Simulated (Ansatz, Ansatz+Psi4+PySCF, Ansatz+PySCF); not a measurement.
```csv
atom,x (Å),y (Å),z (Å)
C,-0.0251,1.4474,0.0000
C,1.1954,0.7269,0.0000
C,1.1865,-0.6850,0.0000
C,-0.0318,-1.3987,0.0000
C,-1.2660,-0.7019,0.0000
C,-1.2017,0.6938,0.0000
H,-0.0350,2.5433,0.0000
H,2.1049,1.2458,0.0000
H,2.1360,-1.2332,0.0000
H,-0.0264,-2.4458,0.0000
H,-2.2200,-1.2414,0.0000
```

Basis set: cc-pVTZ (spherical functions). Left uncorrelated: 6 orbitals. Correlation on ROHF uses semicanonical orbitals with singles. Charge 0, multiplicity 2.

Computed with Ansatz (development build ahead of 0.2.0); each method stands on the lowest determinant of its kind that the runs found.

Question: Give the atomization energy at this shape (free ground-state atoms in the same class of orbitals less the molecule, no zero-point energy) of doublet C₆H₅ by ROHF-MP2, UHF-MP2, ROHF, UHF.

Answer:

| method | atomization energy |
| --- | --- |
| ROHF-MP2 | 54.08 eV |
| UHF-MP2 | 52.86 eV |
| ROHF | 40.81 eV |
| UHF | 40.45 eV |

Caution for ROHF-MP2, UHF-MP2: forces differ strongly between restricted and unrestricted references. Caution for UHF-MP2, UHF: the unrestricted determinant is spin contaminated.
